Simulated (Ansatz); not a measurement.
# hcp Ti

Calculation: r²SCAN+rVV10 in Ansatz (PAW).

Settings: plane-wave cutoff 600 eV, 24×24×14 k mesh (along the axes of the cell as run), Fermi–Dirac smearing 0.033 eV (set by the program), no spin polarisation, scalar-relativistic PAW data made under PBE.

Cell (relaxed at this level):

```cif
data_Ti2
_chemical_formula_sum 'Ti2'
_space_group_name_H-M_alt 'P63/mmc'
_space_group_IT_number 194
_space_group_name_Hall '-P 6c 2c'
_cell_length_a 2.92789
_cell_length_b 2.92789
_cell_length_c 4.62568
_cell_angle_alpha 90.000
_cell_angle_beta 90.000
_cell_angle_gamma 120.000
loop_
_atom_site_label
_atom_site_type_symbol
_atom_site_symmetry_multiplicity
_atom_site_Wyckoff_symbol
_atom_site_fract_x
_atom_site_fract_y
_atom_site_fract_z
_atom_site_occupancy
Ti1 Ti 2 c 0.33333 0.66667 0.25000 1
```

- elastic constant C11 = 190 GPa
- elastic constant C12 = 91.3 GPa
- elastic constant C13 = 78.5 GPa
- elastic constant C33 = 195 GPa
- elastic constant C44 = 52.1 GPa
- elastic constant C66 = 49.5 GPa
- Voigt–Reuss–Hill bulk modulus = 119 GPa
- Voigt–Reuss–Hill shear modulus (Hill average) = 52.4 GPa
- Young modulus = 137 GPa
- Poisson ratio = 0.308

Measured, for comparison: elastic constant C11 176 GPa, elastic constant C12 87 GPa, elastic constant C13 68 GPa, elastic constant C33 191 GPa, elastic constant C44 51 GPa (4 K, zero-point motion not removed; as tabulated in Ferrari et al. (2019), arXiv:1905.01197). Computed (rounded) less measured: elastic constant C11 +8 %, elastic constant C12 +5 %, elastic constant C13 +15 %, elastic constant C33 +2 %, elastic constant C44 +2 %.

Elastic constants are with the ions relaxed.

Static lattice: no zero-point or thermal effects.

It cost about 40 core-minutes (a rough figure) of CPU time.

Ansatz is a program for electronic structure.
